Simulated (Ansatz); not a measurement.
**CHO₂−: single points off equilibrium**

An exercise on one series of results from a longer session: the logs are not shown, and one member is left open.

Method: single points in def2-TZVPPD; program: Ansatz 0.2.0, Gaussian basis.

Correlated methods freeze the cores.

## The system as given

SMILES `O=[C-]O`, 4 atoms, charge -1, spin multiplicity 1.

Atoms are counted from 1 here; the program's logs count them from 0.

Bond lengths: O1–C2 1.218 Å, C2–O3 1.374 Å, O3–H4 0.987 Å. Angles: O1–C2–O3 114.2°, C2–O3–H4 101.4°.

Coordinates:

| atom | x (Å) | y (Å) | z (Å) |
| --- | --- | --- | --- |
| O1 | -0.0026 | 0.3249 | 1.2457 |
| C2 | 0.6027 | -0.3463 | 0.4294 |
| O3 | 0.0882 | -0.2863 | -0.8435 |
| H4 | -0.6716 | 0.3305 | -0.7180 |

The first run:

Input file run/in.yaml:

```yaml
crystal:
  periodic: [false, false, false]
  atoms:
    - {symbol: O, position_ang: [-0.002641, 0.324927, 1.245708]}
    - {symbol: C, position_ang: [0.602685, -0.346338, 0.429357]}
    - {symbol: O, position_ang: [0.088239, -0.286333, -0.843459]}
    - {symbol: H, position_ang: [-0.671577, 0.330496, -0.718016]}
basis:
  gaussian: {orbitals: "def2-TZVPPD.json"}
total_charge: -1
hamiltonian: {xc: pbe, dispersion: d4}
output: {forces: true}
```

The basis file named in the input lies beside it (Basis Set Exchange, JSON).

Command:

```console
$ ansatz run in.yaml --threads 2 --pin off --events-out ev --progress --plain --max-ram 3481MiB
```

Among the steps run: PBE-D4/def2-TZVPPD; r2SCAN-D4/def2-TZVPPD; PBE0-D4/def2-TZVPPD; wB97M-V/def2-TZVPPD; CCSD(T)/def2-TZVPPD.

One table of the session follows, with a row left open; its other results are not shown here.

```
   method  RMS force component (eV/Å)  angle to CCSD(T) forces (°)
   PBE-D4                       0.795                         25.0
r2SCAN-D4                       0.634                         10.3
  PBE0-D4                           ?                            ?
  wB97M-V                       0.683                         13.6
  CCSD(T)                       0.852                    reference
```

**Question.** Estimate the row for PBE0-D4.

As computed: RMS force component (eV/Å): 0.499; angle to CCSD(T) forces (°): 13.3. In the column «RMS force component (eV/Å)» it is the lowest.

Caveats from the session: The anion's highest level is positive in at least one run, so there the basis alone may hold the extra electron.
